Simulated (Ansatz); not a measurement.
A run on C$_{2}$H$_{3}$NO, SMILES `C=NC=O` with other settings.

```yaml
crystal:
  periodic: [false, false, false]
  atoms:
    - {symbol: C, position_ang: [-0.657021, 0.808236, 0.006844]}
    - {symbol: N, position_ang: [0.397575, 0.422696, 0.246764]}
    - {symbol: C, position_ang: [0.922238, -0.928513, 0.057296]}
    - {symbol: O, position_ang: [1.030178, -1.336781, -1.011956]}
    - {symbol: H, position_ang: [-1.662216, 0.076140, -0.342823]}
    - {symbol: H, position_ang: [-1.074548, 1.906283, 0.059704]}
    - {symbol: H, position_ang: [1.224490, -1.356442, 0.975993]}
basis:
  gaussian: {orbitals: cc-pVDZ, nuclear_model: gaussian, point_charges: [{charge: 2.00, position_ang: [5.967, -0.512, 0.719]}]}
hamiltonian: {xc: {name: PBEsol}, dispersion: d4}
accuracy: high
output: {forces: true}
```

```sh
$ ansatz run in.yaml --threads 2 --pin off --events-out ev --progress --plain --max-ram 4352MiB
```

Shortened log:

```
Functional definition: PBEsol
1629 factors; integrals over basis functions are off by at most 2.9e-9 eV
mean field evaluation 1: about -5623.2182 eV, gradient 5.5e1 eV
mean field evaluation 2: about -5609.5157 eV, gradient 9.5e1 eV
mean field evaluation 4: about -5629.8238 eV, gradient 5.8e0 eV
mean field evaluation 8: about -5629.8975 eV, gradient 7.6e-1 eV
mean field evaluation 16: about -5629.8989 eV, gradient 2.7e-5 eV
mean field -5629.89894389 eV, -206.8949701055 hartree, gradient 4.5e-8 eV, S^2 0.000000; 0 other end points of the search recorded, 0 dependent functions left out
reference -5629.89894656 eV, -206.8949702036 hartree; 15, 15 occupied and 56, 56 virtual orbitals, 1629 factors
Total energy: -5629.92965795 eV, -206.8960988263 hartree
Atom 0 at    -0.657021     0.808236     0.006844 Å, force   -14.592510     3.495415    -3.183381 eV/Å
Atom 1 at     0.397575     0.422696     0.246764 Å, force    11.751097    -4.804290     2.926508 eV/Å
Atom 2 at     0.922238    -0.928513     0.057296 Å, force    -2.597793     5.275341     3.131153 eV/Å
Atom 3 at     1.030178    -1.336781    -1.011956 Å, force     1.285160    -3.024202    -5.744446 eV/Å
Atom 4 at    -1.662216     0.076140    -0.342823 Å, force     2.335681     1.384227     0.718256 eV/Å
Atom 5 at    -1.074548     1.906283     0.059704 Å, force     1.116319    -1.196545     0.011262 eV/Å
Atom 6 at     1.224490    -1.356442     0.975993 Å, force     0.772898    -1.133429     2.208183 eV/Å
Dipole moment:    -0.484330     0.193332     0.258994 e Å
```

It took 4.5 s on 2 threads of an Arm Neoverse N1 on a shared host, with 0.18 GiB of host memory at the peak.
